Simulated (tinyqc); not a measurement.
UKS/LDA (VWN5) in the sto-3g basis, for LiH, spin multiplicity 3, step by step (part 1 of 2). Computed by tinyqc, a small Python program that keeps every step (integrals from PySCF). Settings: charge = 0, multiplicity = 3, basis = sto-3g, energy threshold = 1e-10, iteration cap = 68, orthogonalisation = symmetric, start = highest core orbitals, DIIS depth = 8, damping = 0.7, method = UKS, functional = lda,vwn, grid = [20, 86]. Command: `OMP_NUM_THREADS=1 python tinyqc.py 30641 30642 out.jsonl` (the two numbers bound the seeds that draw the settings). One thread of a shared host (Intel(R) Xeon(R) Processor @ 2.60GHz), about 1 s of CPU time with the checks. Later iterations appear only in the table of the cycle.

## One-electron integrals

Geometry (angstrom):

| atom | x | y | z |
|---|---|---|---|
| Li | 0.00000 | 0.00000 | 0.00000 |
| H | 0.00000 | 0.00000 | 2.12200 |

Basis sto-3g: exponents (1/bohr^2) and contraction coefficients of normalised primitives:

| element | l (shell) | exponent | coefficient |
|---|---|---|---|
| Li | s (1) | 16.11958 | 0.15433 |
| Li | s (1) | 2.93620 | 0.53533 |
| Li | s (1) | 0.79465 | 0.44463 |
| Li | s (2) | 0.63629 | -0.09997 |
| Li | s (2) | 0.14786 | 0.39951 |
| Li | s (2) | 0.04809 | 0.70012 |
| Li | p (3) | 0.63629 | 0.15592 |
| Li | p (3) | 0.14786 | 0.60768 |
| Li | p (3) | 0.04809 | 0.39196 |
| H | s (1) | 3.42525 | 0.15433 |
| H | s (1) | 0.62391 | 0.53533 |
| H | s (1) | 0.16886 | 0.44463 |

Overlap, kinetic and nuclear-attraction integrals over the contracted functions; the nuclear repulsion is the sum of Za Zb / Rab.

nuclear repulsion = 0.7481299 hartree

overlap S, lower triangle:
```
          1Li 1s   1Li 2s  1Li 2px  1Li 2py  1Li 2pz    2H 1s
1Li 1s   1.00000
1Li 2s   0.24114  1.00000
1Li 2px  0.00000  0.00000  1.00000
1Li 2py  0.00000  0.00000  0.00000  1.00000
1Li 2pz  0.00000  0.00000  0.00000  0.00000  1.00000
2H 1s    0.02087  0.27159  0.00000  0.00000  0.39064  1.00000
```

kinetic energy T (hartree), lower triangle:
```
           1Li 1s   1Li 2s  1Li 2px  1Li 2py  1Li 2pz    2H 1s
1Li 1s    3.57679
1Li 2s   -0.02024  0.10216
1Li 2px   0.00000  0.00000  0.31968
1Li 2py   0.00000  0.00000  0.00000  0.31968
1Li 2pz   0.00000  0.00000  0.00000  0.00000  0.31968
2H 1s    -0.00777  0.01451  0.00000  0.00000  0.05889  0.76003
```

nuclear attraction V (hartree), lower triangle:
```
           1Li 1s    1Li 2s   1Li 2px   1Li 2py   1Li 2pz     2H 1s
1Li 1s   -8.23226
1Li 2s   -1.02448  -1.44526
1Li 2px   0.00000   0.00000  -1.41217
1Li 2py   0.00000   0.00000   0.00000  -1.41217
1Li 2pz  -0.00916  -0.09209   0.00000   0.00000  -1.48261
2H 1s    -0.08530  -0.43418   0.00000   0.00000  -0.63133  -1.97460
```

core Hamiltonian H = T + V (hartree), lower triangle:
```
           1Li 1s    1Li 2s   1Li 2px   1Li 2py   1Li 2pz     2H 1s
1Li 1s   -4.65547
1Li 2s   -1.04471  -1.34310
1Li 2px   0.00000   0.00000  -1.09249
1Li 2py   0.00000   0.00000   0.00000  -1.09249
1Li 2pz  -0.00916  -0.09209   0.00000   0.00000  -1.16292
2H 1s    -0.09307  -0.41967   0.00000   0.00000  -0.57244  -1.21457
```

## Two-electron integrals

Functions are numbered as in S; the eight-fold symmetry (ij|kl) = (ji|kl) = (kl|ij) leaves the list below.

Two-electron integrals (ij|kl) in chemists' order, unique and non-zero (hartree):
```
(11|11) 1.68040   (21|11) 0.26542   (21|21) 0.04994   (22|11) 0.39773
(22|21) 0.09286   (22|22) 0.29056   (31|31) 0.00898   (32|31) 0.01379
(32|32) 0.06418   (33|11) 0.39664   (33|21) 0.09288   (33|22) 0.29050
(33|33) 0.31295   (41|41) 0.00898   (42|41) 0.01379   (42|42) 0.06418
(43|43) 0.01687   (44|11) 0.39664   (44|21) 0.09288   (44|22) 0.29050
(44|33) 0.27921   (44|44) 0.31295   (51|51) 0.00898   (52|51) 0.01379
(52|52) 0.06418   (53|53) 0.01687   (54|54) 0.01687   (55|11) 0.39664
(55|21) 0.09288   (55|22) 0.29050   (55|33) 0.27921   (55|44) 0.27921
(55|55) 0.31295   (61|11) 0.02189   (61|21) 0.00416   (61|22) 0.00797
(61|33) 0.00787   (61|44) 0.00787   (61|51) 0.00054   (61|52) 0.00105
(61|55) 0.00816   (61|61) 0.00039   (62|11) 0.08395   (62|21) 0.01999
(62|22) 0.07065   (62|33) 0.06656   (62|44) 0.06656   (62|51) 0.00310
(62|52) 0.02222   (62|55) 0.07877   (62|61) 0.00203   (62|62) 0.03363
(63|31) 0.00121   (63|32) 0.00652   (63|53) 0.00300   (63|63) 0.00181
(64|41) 0.00121   (64|42) 0.00652   (64|54) 0.00300   (64|64) 0.00181
(65|11) 0.11436   (65|21) 0.02741   (65|22) 0.09954   (65|33) 0.09269
(65|44) 0.09269   (65|51) 0.00476   (65|52) 0.03430   (65|55) 0.11314
(65|61) 0.00284   (65|62) 0.05085   (65|65) 0.07740   (66|11) 0.24929
(66|21) 0.06008   (66|22) 0.23428   (66|33) 0.21448   (66|44) 0.21448
(66|51) 0.00908   (66|52) 0.08526   (66|55) 0.27378   (66|61) 0.00616
(66|62) 0.14627   (66|65) 0.22734   (66|66) 0.77461
```

## Orthogonalisation

S = U s U^T; symmetric (Loewdin) form X = U s^(-1/2) U^T, so that X^T S X = 1.

eigenvalues of S: 0.50719  0.80478  1.00000  1.00000  1.18242  1.50561

X, lower triangle:
```
           1Li 1s    1Li 2s  1Li 2px  1Li 2py   1Li 2pz    2H 1s
1Li 1s    1.02344
1Li 2s   -0.12976   1.05810
1Li 2px   0.00000   0.00000  1.00000
1Li 2py   0.00000   0.00000  0.00000  1.00000
1Li 2pz  -0.00641   0.04936  0.00000  0.00000   1.06898
2H 1s     0.01821  -0.16341  0.00000  0.00000  -0.22936  1.10295
```

## Starting guess

The start is the highest orbitals of the core Hamiltonian (a deliberately bad start); D(s) = C_occ C_occ^T for each spin.

D(alpha) at the start, lower triangle:
```
           1Li 1s    1Li 2s   1Li 2px  1Li 2py   1Li 2pz    2H 1s
1Li 1s    0.03919
1Li 2s   -0.18939   0.91939
1Li 2px   0.00000   0.00000   0.04976
1Li 2py   0.00000   0.00000  -0.21745  0.95024
1Li 2pz   0.03175  -0.09022   0.00000  0.00000   0.97570
2H 1s     0.11450  -0.60848   0.00000  0.00000  -0.73628  1.05805
```

D(beta) at the start, lower triangle:
```
           1Li 1s    1Li 2s  1Li 2px  1Li 2py   1Li 2pz    2H 1s
1Li 1s    0.00154
1Li 2s   -0.00996   0.06425
1Li 2px   0.00000   0.00000  0.00000
1Li 2py   0.00000   0.00000  0.00000  0.00000
1Li 2pz  -0.03629   0.23407  0.00000  0.00000   0.85271
2H 1s     0.03728  -0.24043  0.00000  0.00000  -0.87586  0.89963
```

## Iteration 1: exchange-correlation on the grid

Becke grid with 20 radial and 86 angular points per atom, points of zero weight dropped. rho = sum D_ij phi_i phi_j; V_xc,ij = sum w v_xc phi_i phi_j; v_xc is d(rho eps)/d rho(s) for spin s.

The 12 grid points with the largest w rho, of 3429 (bohr, atomic units):

| x | y | z | w | rho(alpha) | rho(beta) | eps_xc | v_xc(alpha) |
|---|---|---|---|---|---|---|---|
| 0.00000 | 0.00000 | -2.76797 | 0.83103 | 0.01326 | 0.00573 | -0.24353 | -0.33236 |
| 0.00000 | 1.03589 | -2.56683 | 0.85034 | 0.01315 | 0.00479 | -0.24114 | -0.32976 |
| 0.00000 | -1.03589 | -2.56683 | 0.85034 | 0.01315 | 0.00479 | -0.24114 | -0.32976 |
| 0.00000 | 0.00000 | -3.59305 | 1.69817 | 0.00610 | 0.00271 | -0.19260 | -0.26137 |
| 0.00000 | 1.34467 | -3.33195 | 1.73764 | 0.00605 | 0.00227 | -0.19053 | -0.25912 |
| 0.00000 | -1.34467 | -3.33195 | 1.73764 | 0.00605 | 0.00227 | -0.19053 | -0.25912 |
| 1.03589 | 0.00000 | -2.56683 | 0.85034 | 0.01195 | 0.00479 | -0.23509 | -0.32099 |
| -1.03589 | 0.00000 | -2.56683 | 0.85034 | 0.01195 | 0.00479 | -0.23509 | -0.32099 |
| 1.34467 | 0.00000 | -3.33195 | 1.73764 | 0.00549 | 0.00227 | -0.18580 | -0.25227 |
| -1.34467 | 0.00000 | -3.33195 | 1.73764 | 0.00549 | 0.00227 | -0.18580 | -0.25227 |
| 0.52332 | -1.92195 | -1.92195 | 0.85496 | 0.01306 | 0.00233 | -0.23778 | -0.32341 |
| -0.52332 | 1.92195 | -1.92195 | 0.85496 | 0.01306 | 0.00233 | -0.23778 | -0.32341 |

electrons on the grid, sum of w rho = 3.99872

E_xc = sum of w rho eps_xc = -0.9836068 hartree

V_xc(alpha) (hartree), lower triangle:
```
           1Li 1s    1Li 2s   1Li 2px   1Li 2py   1Li 2pz     2H 1s
1Li 1s   -0.35770
1Li 2s   -0.08076  -0.25011
1Li 2px   0.00000   0.00000  -0.22680
1Li 2py   0.00000   0.00000   0.00860  -0.26241
1Li 2pz   0.00162   0.01382   0.00000   0.00000  -0.26103
2H 1s    -0.00690  -0.07599   0.00000   0.00000  -0.11327  -0.43238
```

V_xc(beta) (hartree), lower triangle:
```
           1Li 1s    1Li 2s   1Li 2px   1Li 2py   1Li 2pz     2H 1s
1Li 1s   -0.25732
1Li 2s   -0.06270  -0.19805
1Li 2px   0.00000   0.00000  -0.17852
1Li 2py   0.00000   0.00000   0.00350  -0.19317
1Li 2pz  -0.00032   0.00071   0.00000   0.00000  -0.22274
2H 1s    -0.00571  -0.06984   0.00000   0.00000  -0.10566  -0.41024
```

## Iteration 1: building the Kohn-Sham matrix

J_ij = sum D_kl (ij|kl) with D = D(alpha) + D(beta); F = H + J + V_xc; E = tr D H + tr D J / 2 + E_xc + E_nn.

Coulomb J (hartree), lower triangle:
```
          1Li 1s   1Li 2s   1Li 2px  1Li 2py  1Li 2pz    2H 1s
1Li 1s   1.45914
1Li 2s   0.34150  1.10681
1Li 2px  0.00000  0.00000   1.06666
1Li 2py  0.00000  0.00000  -0.00734  1.09705
1Li 2pz  0.00122  0.03726   0.00000  0.00000  1.15619
2H 1s    0.02973  0.34782   0.00000  0.00000  0.51104  1.49310
```

F(alpha) (hartree), lower triangle:
```
           1Li 1s    1Li 2s   1Li 2px   1Li 2py   1Li 2pz     2H 1s
1Li 1s   -3.55404
1Li 2s   -0.78397  -0.48640
1Li 2px   0.00000   0.00000  -0.25263
1Li 2py   0.00000   0.00000   0.00126  -0.25785
1Li 2pz  -0.00631  -0.04100   0.00000   0.00000  -0.26776
2H 1s    -0.07025  -0.14785   0.00000   0.00000  -0.17467  -0.15384
```

F(beta) (hartree), lower triangle:
```
           1Li 1s    1Li 2s   1Li 2px   1Li 2py   1Li 2pz     2H 1s
1Li 1s   -3.45365
1Li 2s   -0.76591  -0.43434
1Li 2px   0.00000   0.00000  -0.20435
1Li 2py   0.00000   0.00000  -0.00383  -0.18862
1Li 2pz  -0.00825  -0.05411   0.00000   0.00000  -0.22947
2H 1s    -0.06906  -0.14170   0.00000   0.00000  -0.16706  -0.13170
```

total energy of this density = -1.9580844 hartree

This density is the starting one.

## Iteration 1: diagonalisation and new density

Diagonalise F' = X^T F X, C = X C', fill 3 alpha and 1 beta electrons from the bottom; D(s) = C_occ C_occ^T; the new density keeps 0.7 of the old one (damping). Each column has its largest component positive (the first on a tie).

F' = X^T F X (alpha) (hartree), lower triangle:
```
          1         2         3         4         5         6
1  -3.52450
2  -0.31703  -0.34712
3   0.00000   0.00000  -0.25263
4   0.00000   0.00000   0.00126  -0.25785
5  -0.00426  -0.01612   0.00000   0.00000  -0.23035
6  -0.00261  -0.08067   0.00000   0.00000  -0.11306  -0.07491
```

orbital energies (alpha) (hartree): MO1 -3.55587, MO2 -0.36303, MO3 -0.25814, MO4 -0.25581, MO5 -0.25234, MO6 -0.00216

coefficients C (alpha):
```
              MO1       MO2       MO3       MO4      MO5       MO6
1Li 1s    1.00574  -0.18406   0.00000   0.12323  0.00000   0.06376
1Li 2s   -0.02542   0.82136   0.00000  -0.58640  0.00000  -0.38264
1Li 2px   0.00000   0.00000  -0.22344   0.00000  0.97472   0.00000
1Li 2py   0.00000   0.00000   0.97472   0.00000  0.22344   0.00000
1Li 2pz  -0.00024   0.41127   0.00000   0.76569  0.00000  -0.66511
2H 1s     0.00502   0.20284   0.00000   0.18893  0.00000   1.10421
```

F' = X^T F X (beta) (hartree), lower triangle:
```
          1         2         3         4         5         6
1  -3.42325
2  -0.31760  -0.29496
3   0.00000   0.00000  -0.20435
4   0.00000   0.00000  -0.00383  -0.18862
5  -0.00491  -0.02822   0.00000   0.00000  -0.19053
6  -0.00179  -0.08250   0.00000   0.00000  -0.11612  -0.05163
```

orbital energies (beta) (hartree): MO1 -3.45522, MO2 -0.32944, MO3 -0.20524, MO4 -0.20204, MO5 -0.18774, MO6 0.02633

coefficients C (beta):
```
              MO1       MO2      MO3       MO4       MO5       MO6
1Li 1s    1.00535  -0.17036  0.00000   0.14395   0.00000   0.06468
1Li 2s   -0.02358   0.74801  0.00000  -0.67726   0.00000  -0.38315
1Li 2px   0.00000   0.00000  0.97441   0.00000  -0.22476   0.00000
1Li 2py   0.00000   0.00000  0.22476   0.00000   0.97441   0.00000
1Li 2pz   0.00051   0.48196  0.00000   0.70684   0.00000  -0.68255
2H 1s     0.00454   0.23749  0.00000   0.18238   0.00000   1.09839
```

D(alpha) after iteration 1, lower triangle:
```
           1Li 1s    1Li 2s   1Li 2px  1Li 2py   1Li 2pz    2H 1s
1Li 1s    0.34105
1Li 2s   -0.18559   0.84615
1Li 2px   0.00000   0.00000   0.04981
1Li 2py   0.00000   0.00000  -0.21755  0.95019
1Li 2pz  -0.00056   0.03819   0.00000  0.00000   0.73373
2H 1s     0.07047  -0.37600   0.00000  0.00000  -0.49037  0.75298
```

D(beta) after iteration 1, lower triangle:
```
           1Li 1s    1Li 2s  1Li 2px  1Li 2py   1Li 2pz    2H 1s
1Li 1s    0.30430
1Li 2s   -0.01408   0.04514
1Li 2px   0.00000   0.00000  0.00000
1Li 2py   0.00000   0.00000  0.00000  0.00000
1Li 2pz  -0.02525   0.16385  0.00000  0.00000   0.59690
2H 1s     0.02746  -0.16833  0.00000  0.00000  -0.61310  0.62975
```

## Iteration 2: exchange-correlation on the grid

As before.

The 12 grid points with the largest w rho, of 3429 (bohr, atomic units):

| x | y | z | w | rho(alpha) | rho(beta) | eps_xc | v_xc(alpha) |
|---|---|---|---|---|---|---|---|
| 0.00000 | 0.00000 | -2.76797 | 0.83103 | 0.00929 | 0.00401 | -0.21855 | -0.29757 |
| 0.00000 | 1.03589 | -2.56683 | 0.85034 | 0.00961 | 0.00335 | -0.21880 | -0.29863 |
| 0.00000 | -1.03589 | -2.56683 | 0.85034 | 0.00961 | 0.00335 | -0.21880 | -0.29863 |
| 0.52332 | -1.92195 | -1.92195 | 0.85496 | 0.01073 | 0.00163 | -0.22363 | -0.30302 |
| -0.52332 | 1.92195 | -1.92195 | 0.85496 | 0.01073 | 0.00163 | -0.22363 | -0.30302 |
| 0.00000 | 2.56683 | 1.03589 | 0.84933 | 0.01119 | 0.00125 | -0.22662 | -0.30558 |
| 0.00000 | -2.56683 | 1.03589 | 0.84933 | 0.01119 | 0.00125 | -0.22662 | -0.30558 |
| 0.00000 | 0.00000 | -3.59305 | 1.69817 | 0.00427 | 0.00190 | -0.17292 | -0.23413 |
| 0.00000 | 1.34467 | -3.33195 | 1.73764 | 0.00442 | 0.00159 | -0.17291 | -0.23474 |
| 0.00000 | -1.34467 | -3.33195 | 1.73764 | 0.00442 | 0.00159 | -0.17291 | -0.23474 |
| 1.03589 | -2.56683 | 0.00000 | 0.85033 | 0.01195 | 0.00012 | -0.23310 | -0.30800 |
| -1.03589 | 2.56683 | 0.00000 | 0.85033 | 0.01195 | 0.00012 | -0.23310 | -0.30800 |

electrons on the grid, sum of w rho = 3.99913

E_xc = sum of w rho eps_xc = -1.1174456 hartree

V_xc(alpha) (hartree), lower triangle:
```
           1Li 1s    1Li 2s   1Li 2px   1Li 2py   1Li 2pz     2H 1s
1Li 1s   -0.74804
1Li 2s   -0.11773  -0.25102
1Li 2px   0.00000   0.00000  -0.22762
1Li 2py   0.00000   0.00000   0.00855  -0.26301
1Li 2pz   0.00032   0.00179   0.00000   0.00000  -0.25918
2H 1s    -0.00989  -0.07691   0.00000   0.00000  -0.11372  -0.40526
```

V_xc(beta) (hartree), lower triangle:
```
           1Li 1s    1Li 2s   1Li 2px   1Li 2py   1Li 2pz     2H 1s
1Li 1s   -0.72686
1Li 2s   -0.10701  -0.19692
1Li 2px   0.00000   0.00000  -0.17868
1Li 2py   0.00000   0.00000   0.00357  -0.19360
1Li 2pz  -0.00080  -0.00286   0.00000   0.00000  -0.21530
2H 1s    -0.00911  -0.06695   0.00000   0.00000  -0.10025  -0.37432
```

## Iteration 2: building the Kohn-Sham matrix

As before.

Coulomb J (hartree), lower triangle:
```
          1Li 1s   1Li 2s   1Li 2px  1Li 2py  1Li 2pz    2H 1s
1Li 1s   2.26258
1Li 2s   0.45221  1.18453
1Li 2px  0.00000  0.00000   1.15129
1Li 2py  0.00000  0.00000  -0.00734  1.18167
1Li 2pz  0.00390  0.04344   0.00000  0.00000  1.21814
2H 1s    0.03880  0.34318   0.00000  0.00000  0.49714  1.36977
```

F(alpha) (hartree), lower triangle:
```
           1Li 1s    1Li 2s   1Li 2px   1Li 2py   1Li 2pz     2H 1s
1Li 1s   -3.14094
1Li 2s   -0.71024  -0.40960
1Li 2px   0.00000   0.00000  -0.16882
1Li 2py   0.00000   0.00000   0.00121  -0.17384
1Li 2pz  -0.00494  -0.04686   0.00000   0.00000  -0.20397
2H 1s    -0.06416  -0.15340   0.00000   0.00000  -0.18901  -0.25005
```

F(beta) (hartree), lower triangle:
```
           1Li 1s    1Li 2s   1Li 2px   1Li 2py   1Li 2pz     2H 1s
1Li 1s   -3.11975
1Li 2s   -0.69952  -0.35549
1Li 2px   0.00000   0.00000  -0.11988
1Li 2py   0.00000   0.00000  -0.00377  -0.10443
1Li 2pz  -0.00606  -0.05152   0.00000   0.00000  -0.16009
2H 1s    -0.06338  -0.14345   0.00000   0.00000  -0.17555  -0.21911
```

total energy of this density = -4.0138081 hartree

This density is a damped mixture and is not idempotent.

## Iteration 2: DIIS over 2 matrices

error matrix X^T (FDS - SDF) X (alpha):
```
          1         2        3        4        5         6
1   0.00000  -0.00727  0.00000  0.00000  0.00140   0.00023
2   0.00727   0.00000  0.00000  0.00000  0.01005   0.01913
3   0.00000   0.00000  0.00000  0.00000  0.00000   0.00000
4   0.00000   0.00000  0.00000  0.00000  0.00000   0.00000
5  -0.00140  -0.01005  0.00000  0.00000  0.00000  -0.00083
6  -0.00023  -0.01913  0.00000  0.00000  0.00083   0.00000
```

B (overlaps of the stored error matrices):
```
               1              2
1  2.5839173e-02  2.1121356e-03
2  2.1121356e-03  1.7981144e-03
```

Minimise |sum c_i e_i|^2 with sum c_i = 1: solve [B -1; -1 0][c; lambda] = [0; -1] with B_ij = tr e_i^T e_j summed over both spins, and take F = sum c_i F_i.

DIIS coefficients: -0.01341  1.01341

extrapolated F(alpha) (hartree), lower triangle:
```
           1Li 1s    1Li 2s   1Li 2px   1Li 2py   1Li 2pz     2H 1s
1Li 1s   -3.13539
1Li 2s   -0.70925  -0.40857
1Li 2px   0.00000   0.00000  -0.16769
1Li 2py   0.00000   0.00000   0.00121  -0.17271
1Li 2pz  -0.00492  -0.04694   0.00000   0.00000  -0.20311
2H 1s    -0.06408  -0.15348   0.00000   0.00000  -0.18920  -0.25134
```

extrapolated F(beta) (hartree), lower triangle:
```
           1Li 1s    1Li 2s   1Li 2px   1Li 2py   1Li 2pz     2H 1s
1Li 1s   -3.11527
1Li 2s   -0.69863  -0.35443
1Li 2px   0.00000   0.00000  -0.11875
1Li 2py   0.00000   0.00000  -0.00377  -0.10330
1Li 2pz  -0.00603  -0.05148   0.00000   0.00000  -0.15915
2H 1s    -0.06331  -0.14347   0.00000   0.00000  -0.17566  -0.22029
```

## Iteration 2: diagonalisation and new density

As before.

F' = X^T F X (alpha) (hartree), lower triangle:
```
          1         2         3         4         5         6
1  -3.10434
2  -0.30203  -0.27409
3   0.00000   0.00000  -0.16769
4   0.00000   0.00000   0.00121  -0.17271
5  -0.00328  -0.01555   0.00000   0.00000  -0.15482
6  -0.00026  -0.08268   0.00000   0.00000  -0.12213  -0.17918
```

orbital energies (alpha) (hartree): MO1 -3.13625, MO2 -0.34317, MO3 -0.19900, MO4 -0.17299, MO5 -0.16742, MO6 -0.03401

coefficients C (alpha):
```
              MO1       MO2       MO3       MO4      MO5       MO6
1Li 1s    1.00419  -0.13568  -0.18160   0.00000  0.00000   0.06973
1Li 2s   -0.01832   0.55538   0.83976   0.00000  0.00000  -0.38931
1Li 2px   0.00000   0.00000   0.00000  -0.22321  0.97477   0.00000
1Li 2py   0.00000   0.00000   0.00000   0.97477  0.22321   0.00000
1Li 2pz  -0.00001   0.38220  -0.49780   0.00000  0.00000  -0.89661
2H 1s     0.00396   0.51003  -0.32723   0.00000  0.00000   0.96380
```

F' = X^T F X (beta) (hartree), lower triangle:
```
          1         2         3         4         5         6
1  -3.08517
2  -0.30025  -0.21923
3   0.00000   0.00000  -0.11875
4   0.00000   0.00000  -0.00377  -0.10330
5  -0.00382  -0.01936   0.00000   0.00000  -0.11016
6  -0.00047  -0.08357   0.00000   0.00000  -0.12277  -0.14845
```

orbital energies (beta) (hartree): MO1 -3.11633, MO2 -0.30459, MO3 -0.14629, MO4 -0.11962, MO5 -0.10243, MO6 0.00420

coefficients C (beta):
```
              MO1       MO2       MO3      MO4       MO5       MO6
1Li 1s    1.00463  -0.12520  -0.18680  0.00000   0.00000   0.06933
1Li 2s   -0.02030   0.50971   0.86912  0.00000   0.00000  -0.38726
1Li 2px   0.00000   0.00000   0.00000  0.97439  -0.22488   0.00000
1Li 2py   0.00000   0.00000   0.00000  0.22488   0.97439   0.00000
1Li 2pz   0.00020   0.38668  -0.46772  0.00000   0.00000  -0.91078
2H 1s     0.00425   0.54263  -0.31725  0.00000   0.00000   0.94923
```

D(alpha) after iteration 2, lower triangle:
```
           1Li 1s    1Li 2s   1Li 2px  1Li 2py   1Li 2pz    2H 1s
1Li 1s    0.55667
1Li 2s   -0.20379   0.89650
1Li 2px   0.00000   0.00000   0.03487
1Li 2py   0.00000   0.00000  -0.15229  0.66513
1Li 2pz   0.01117  -0.03500   0.00000  0.00000   0.63177
2H 1s     0.04759  -0.26068   0.00000  0.00000  -0.23591  0.63726
```

D(beta) after iteration 2, lower triangle:
```
           1Li 1s    1Li 2s  1Li 2px  1Li 2py   1Li 2pz    2H 1s
1Li 1s    0.51579
1Li 2s   -0.01598   0.03172
1Li 2px   0.00000   0.00000  0.00000
1Li 2py   0.00000   0.00000  0.00000  0.00000
1Li 2pz  -0.01762   0.11469  0.00000  0.00000   0.41783
2H 1s     0.02051  -0.11786  0.00000  0.00000  -0.42917  0.44083
```
